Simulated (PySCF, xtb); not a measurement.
## BHLiP: which of two structures lies lower

We compare X, a singlet given by its coordinates, with Y, a singlet given by its coordinates. Both are isolated molecules in the gas phase, relaxed with PBE0-D4/def2-TZVP.

X (Å):

```yaml
atoms:
  - { symbol: B, position_ang: [0.7167, -1.5386, -1.1475] }
  - { symbol: Li, position_ang: [-1.4881, -2.4629, -1.3042] }
  - { symbol: P, position_ang: [0.3898, -2.7378, -0.0142] }
  - { symbol: H, position_ang: [0.9797, -0.6899, -1.9329] }
```

Close contacts (Å): B1–Li2 2.40, B1–P3 1.68, Li2–P3 2.29, B1–H4 1.19.

Y (Å):

```xyz
4

B     0.1521   -1.8952   -0.7938
Li   -1.0075   -3.6526   -1.0220
P     1.1083   -0.4647   -0.6987
H     0.7527   -1.2354   -1.9541
```

Close contacts (Å): B1–Li2 2.12, B1–P3 1.72, B1–H4 1.46, P3–H4 1.52.

Q: Which of the two would you expect CCSD(T)/def2-TZVPP electronic energies to favour?

A: Structure X; the calculation gives E(Y) − E(X) = +156.2 kJ/mol.

The same difference at several levels:

```tsv
level	geometry	E(Y) − E(X) (kJ/mol)	departure from the last row (kJ/mol)	job, with rough time for the two
PBE0-D4/def2-TZVP	PBE0-D4/def2-TZVP	+153.5	−2.7	optimisation, 50 s
HF/def2-TZVPP	PBE0-D4/def2-TZVP	+157.7	+1.5	part of the CCSD(T) run
MP2/def2-TZVPP	PBE0-D4/def2-TZVP	+166.5	+10.3	part of the CCSD(T) run
CCSD(T)/def2-TZVPP	PBE0-D4/def2-TZVP	+156.2		single point, 30 s
```

The levels shown agree on the order. The largest departure from CCSD(T)/def2-TZVPP is that of MP2/def2-TZVPP, 10.3 kJ/mol. No reliable frequencies are at hand for X or Y, so they aren't confirmed as minima. Levels run at GFN2-xTB geometries aren't shown.

The correlated steps freeze 6 core orbitals; the last core shell of Li is correlated, in a basis made for valence electrons. Programs: PySCF 2.14.0, xtb 6.7.1; the last row on 2 threads of Arm Neoverse V1 on a shared host.
